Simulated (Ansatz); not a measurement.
# [OH···H···OH], doublet in cc-pVDZ: errors against UCCSDT(Q)

Geometry: a point of a hydrogen-transfer path between rigid fragments, not a stationary point.

```xyz
5

O    -1.2591    0.0004    0.0000
H    -1.5084    0.9270    0.0000
H     0.2539    0.0004    0.0000
O     1.2439    0.0004    0.0000
H     1.4958   -0.9396    0.0000
```

Basis cc-pVDZ; Ansatz 0.2.0. Only valence electrons are correlated (noble-gas cores frozen), which leaves 15 electrons in 41 orbitals. R marks a restricted (for open shells ROHF) determinant, U an unrestricted one. Active spaces: pair = (3e, 3o) about the gap; valence = (15e, 11o) chosen from the atoms' valence shells.

Full CI isn't at hand for all of this; UCCSDT(Q) serves as the reference, and is uncertain by about the last step of the cluster series. The frozen core follows each run's orbitals, which can shift R against U totals by a few meV.

For open shells CISD is restricted-active-space CI with the open shells as a complete middle space.

* UHF ⟨S²⟩: 0.755
* T1 diagnostic (RCCSD): 0.0124
* largest doubles amplitude (RCCSD): 0.035
* T1 diagnostic (UCCSD): 0.0102

```
   level  E − E(RHF) (eV)
     UHF          -0.1092
    RMP2          -9.8106
    UMP2          -9.8095
   RCCSD         -10.4420
   UCCSD         -10.4434
RCCSD(T)         -10.5941
UCCSD(T)         -10.5948
```

Task: Estimate how far UCCSDT(Q) in cc-pVDZ lies from RCCSD(T). The table doesn't fix it; the size of (T) and the diagnostics are the guide.

Result: UCCSDT(Q) in cc-pVDZ lies 3.2 kJ/mol below RCCSD(T), which is 22 % of the (T) step (-14.7 kJ/mol). The diagnostics are small and one determinant leads, so the series closes fast and only a small part of (T) is left.

The other levels:

```json
{"level": "CISD", "E − E(UCCSDT(Q)) (kJ/mol)": "91.7", "share of correlation (%)": "91.06", "wall time": "4.1 s"}
{"level": "BCCD(T)", "E − E(UCCSDT(Q)) (kJ/mol)": "3.2", "share of correlation (%)": "99.69", "wall time": "3.2 s"}
{"level": "RCCSDT", "E − E(UCCSDT(Q)) (kJ/mol)": "2.1", "share of correlation (%)": "99.79", "wall time": "–"}
{"level": "UCCSDT", "E − E(UCCSDT(Q)) (kJ/mol)": "2.1", "share of correlation (%)": "99.80", "wall time": "–"}
{"level": "RCCSDT(Q)", "E − E(UCCSDT(Q)) (kJ/mol)": "0.1", "share of correlation (%)": "99.99", "wall time": "40 s"}
{"level": "CASSCF (pair space)", "E − E(UCCSDT(Q)) (kJ/mol)": "966.6", "share of correlation (%)": "5.74", "wall time": "–"}
{"level": "NEVPT2 (pair space)", "E − E(UCCSDT(Q)) (kJ/mol)": "72.3", "share of correlation (%)": "92.95", "wall time": "1.1 s"}
{"level": "CASSCF (valence space)", "E − E(UCCSDT(Q)) (kJ/mol)": "819.5", "share of correlation (%)": "20.08", "wall time": "–"}
{"level": "NEVPT2 (valence space)", "E − E(UCCSDT(Q)) (kJ/mol)": "122.0", "share of correlation (%)": "88.10", "wall time": "3.7 s"}
```

The correlation energy at UCCSDT(Q), counted from RHF, is -10.628 eV. That run took 32 s on 1 thread of Intel Xeon 6975P-C, shared host.

Times hold each run's SCF and search for its determinant on a shared host, so for small cases they say little of a method's own cost; they ran on 1 thread of Intel Xeon 6975P-C.

Natural occupations of CASSCF (valence space) about the gap: 1.998 1.981 1.978 1.977 1.000 0.024 0.023 0.021; effectively unpaired electrons, Σ n²(2−n)², 1.01.
